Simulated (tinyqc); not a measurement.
Inside a calculation. Method: extended Hueckel theory, for CH2. One step of it, computed by the program tinyqc.

Task: Mulliken analysis. P = C n C^T; charge = valence electrons (H 1, C 4) minus the sum of (P S)_ii on the atom; overlap population = 2 sum P_ij S_ij between two atoms.

coefficients:
```
,MO1,MO2,MO3,MO4,MO5,MO6
1C 2s,0.725851,0.000000,-0.308738,0.000000,0.000000,1.128821
1C 2px,0.000000,0.000000,0.000000,1.000000,0.000000,0.000000
1C 2py,0.000000,0.533869,0.000000,0.000000,1.150368,0.000000
1C 2pz,-0.019153,0.000000,0.889279,0.000000,0.000000,0.697275
2H 1s,0.244109,0.439700,0.158408,0.000000,-0.857354,-0.934856
3H 1s,0.244109,-0.439700,0.158408,0.000000,0.857354,-0.934856
```

occupations: 2.000000  2.000000  2.000000  0.000000  0.000000  0.000000

overlap S:
```
,1C 2s,1C 2px,1C 2py,1C 2pz,2H 1s,3H 1s
1C 2s,1.000000,0.000000,0.000000,0.000000,0.483501,0.483501
1C 2px,0.000000,1.000000,0.000000,0.000000,0.000000,0.000000
1C 2py,0.000000,0.000000,1.000000,0.000000,0.404749,-0.404749
1C 2pz,0.000000,0.000000,0.000000,1.000000,0.268954,0.268954
2H 1s,0.483501,0.000000,0.404749,0.268954,1.000000,0.133791
3H 1s,0.483501,0.000000,-0.404749,0.268954,0.133791,1.000000
```

Give: charges; Overlap populations.

Result:

charges: 1C -0.1714, 2H 0.0857, 3H 0.0857

Overlap populations:
```
pair,value
2-1,0.774660
3-1,0.774660
3-2,-0.058148
```
